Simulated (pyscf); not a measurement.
`[NH2][B]([NH2])[Cl]` + `[ClH]` → `[NH2][B]([Cl])[Cl]` + `[NH3]` (four-centre exchange; singlet surface; B–N, Cl–H broken, B–Cl, H–N formed). Optimised with ωB97X-D3(BJ)/def2-SVP in PySCF. Energies in kcal/mol from the separated reactants.

```json
[
 {"level": "ωB97X-D3(BJ)/def2-TZVP", "barrier": "10.1", "reaction energy": "+1.7"},
 {"level": "PBE/def2-TZVP", "barrier": "7.9", "reaction energy": "+1.3"},
 {"level": "r²SCAN/def2-TZVP", "barrier": "___", "reaction energy": "___"},
 {"level": "B3LYP-D3(BJ)/def2-TZVP", "barrier": "9.5", "reaction energy": "+2.7"},
 {"level": "PBE0-D3(BJ)/def2-TZVP", "barrier": "7.5", "reaction energy": "+2.1"},
 {"level": "M06-2X/def2-TZVP", "barrier": "___", "reaction energy": "+3.4"}
]
```

Question: Some entries are withheld; supply them.

Answer: 
- r²SCAN/def2-TZVP, barrier: 7.8
- r²SCAN/def2-TZVP, reaction energy: +1.8
- M06-2X/def2-TZVP, barrier: 10.9

The functionals in the table span 3.4 kcal/mol in this barrier, from PBE0-D3(BJ) to M06-2X. On the reactant side the descent ends in a complex, 5.1 kcal/mol under the separated species and 15.2 kcal/mol under the saddle at ωB97X-D3(BJ)/def2-TZVP. On the product side the descent ends in an adduct with a B–N contact, 12.1 kcal/mol under the separated species and 20.5 kcal/mol under the saddle at ωB97X-D3(BJ)/def2-TZVP. What is counted as broken (B–N) persists as a longer contact in the product adduct; parting that adduct is a step of its own. This is the saddle that the search found; another between the same sides may lie lower.
